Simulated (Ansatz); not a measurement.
## SO2 (sulfur dioxide): the energy to break a bond

SO2: 3 atoms, total charge 0, spin state singlet. SMILES: `O=S=O`. The shape was relaxed beforehand at B3LYP/def2-SVP.

```
atom    x (Å)    y (Å)    z (Å)
   O  -0.9956   0.6579  -0.4697
   S   0.2772   0.3675   0.1921
   O   0.7184  -1.0254   0.2776
```

Wanted: the dissociation energy of the S2–O1 bond into singlet SO and triplet O (shapes relaxed at B3LYP/def2-SVP, no zero-point term). 1 Eh = 2625.50 kJ/mol = 27.2114 eV. Totals in Eh; open shells run unrestricted unless said.

```tsv
level	program	SO2	singlet SO	triplet O
HF/def2-TZVPP	Ansatz	-547.293602	-472.332836	-74.815624
B3LYP/def2-TZVPP	Ansatz	-548.720989	-473.382991	-75.096275
CCSD(T)/def2-TZVPP, 7 core orbitals frozen	Ansatz	-547.983409	-472.773329	-74.976744
```

**Question.** Work out the dissociation energy at each level.

**Answer.** 
1. HF/def2-TZVPP: (-472.332836) + (-74.815624) − (-547.293602) = 0.145142 Eh = 381.1 kJ/mol = 3.95 eV.
2. B3LYP/def2-TZVPP: (-473.382991) + (-75.096275) − (-548.720989) = 0.241723 Eh = 634.6 kJ/mol = 6.58 eV.
3. CCSD(T)/def2-TZVPP: (-472.773329) + (-74.976744) − (-547.983409) = 0.233336 Eh = 612.6 kJ/mol = 6.35 eV.

The levels span 381 to 635 kJ/mol; no measured value is set beside them. Hartree–Fock lacks the correlation of the bonding electrons, so it comes out low. A fragment with an even electron count was run as a singlet and may have a lower triplet. A bond enthalpy at 298 K also holds the loss of zero-point energy and thermal terms.
